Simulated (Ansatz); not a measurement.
Geometry optimisation, RKS PBE0/def2-SVP (Ansatz).

Input:

```yaml
crystal:
  periodic: [false, false, false]
  atoms:
    - { symbol: Al, position_ang: [-1.01145, -0.089843, 0.535782] }
    - { symbol: H, position_ang: [1.641837, -0.092152, 1.319431] }
    - { symbol: O, position_ang: [1.950935, 0.040674, 0.395098] }
    - { symbol: H, position_ang: [2.242811, -0.840438, 0.122627] }
    - { symbol: Cl, position_ang: [-1.488833, 0.029859, -1.560438] }
basis:
  gaussian: { orbitals: def2-SVP }
hamiltonian:
  xc: pbe0
relax:
  f_tol: 0.03
  max_steps: 50
```

Command:

```bash
$ ansatz run input.yaml --threads 1 --pin off --max-ram 2048MiB --backend cpu --events-out ev --progress --plain --runs-dir out
```

Q: Where does it end, and by what steps?

A: It converged. After 13 steps the energy has fallen by 0.408 eV; H4 moved furthest, 0.93 Å. Joined: Al1–O3 (2.97 → 2.14 Å).

| step | energy less start (eV) | largest force component (eV/Å) | accepted |
| --- | --- | --- | --- |
| 0 | 0.0000 | 0.767 | yes |
| 1 | -0.0060 | 2.389 | yes |
| 2 | -0.0121 | 2.341 | yes |
| 3 | -0.1682 | 0.278 | yes |
| 4 | -0.2381 | 0.756 | yes |
| 5 | -0.3040 | 0.666 | yes |
| 6 | -0.3497 | 0.831 | yes |
| 7 | -0.3830 | 0.593 | yes |
| 8 | -0.3746 | 0.670 | no |
| 9 | -0.4019 | 0.314 | yes |
| 10 | -0.4054 | 0.078 | yes |
| 11 | -0.4073 | 0.128 | yes |
| 12 | -0.4076 | 0.108 | yes |
| 13 | -0.4084 | 0.012 | yes |

```xyz
5
Properties=species:S:1:pos:R:3
Al -0.804 0.174 0.710
H 1.938 -0.370 1.250
O 1.318 -0.033 0.590
H 1.535 -0.398 -0.285
Cl -0.651 -0.324 -1.453
```

Whether the end is a true minimum wasn't checked by a vibrational analysis.

The run took 24 s on 1 thread of Arm Neoverse V1, on a shared host, peak memory 0.12 GiB.
